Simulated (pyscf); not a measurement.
Optimised with ωB97X-D3(BJ)/def2-SVP in PySCF.

What is the homolytic dissociation enthalpy (298 K, ωB97M-D3(BJ)/def2-TZVP) of the Cl–Zr bond of Cl–Zr(Cl)(Cl)–Cl (SMILES [Cl][Zr]([Cl])([Cl])[Cl]), to Cl• + [Cl–Zr(Cl)–Cl]•?

Cl–Zr to Cl• + [Cl–Zr(Cl)–Cl]•: 111.9 kcal/mol. The 7 functionals that were run give +109.2 (M06-2X) to +118.2 kcal/mol (ωB97X-D3(BJ)). The radicals are drawn with the spin at the cut bond; how far it spreads was not checked. Left out: the spin-orbit lowering of Cl. Open-shell species with a d-block atom are single-reference here; other states, and whether the spin sits on metal or ligand, were not checked. Elements past Kr carry the def2 core potentials, without spin-orbit coupling.
